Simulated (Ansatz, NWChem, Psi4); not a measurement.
Worked example: vertical ionisation energy of C2H3ClO (acetyl chloride)

C2H3ClO: 7 atoms, total charge 0, spin state singlet. As SMILES, `CC(=O)Cl`. The coordinates come from a PBE0-D4/def2-TZVP relaxation.

Both states at this one shape; open shells run unrestricted unless said. 1 Eh = 27.2114 eV.

```tsv
level	program	singlet C2H3ClO (Eh)	doublet C2H3ClO+ (Eh)
SVWN5/cc-pVDZ	Psi4	-610.716872	-610.319512
PBE-QIDH/cc-pVDZ, 8 core orbitals frozen	Ansatz	-612.976275	-612.570045
MP3/cc-pVDZ, 8 core orbitals frozen	NWChem	-612.478902	-612.080107
```

Work out the vertical ionisation energy at each level.


1. SVWN5/cc-pVDZ: -610.319512 − (-610.716872) = 0.397360 Eh = 10.81 eV.
2. PBE-QIDH/cc-pVDZ: -612.570045 − (-612.976275) = 0.406230 Eh = 11.05 eV.
3. MP3/cc-pVDZ: -612.080107 − (-612.478902) = 0.398795 Eh = 10.85 eV.

No measured value is set beside it here; the levels span 10.81 to 11.05 eV.
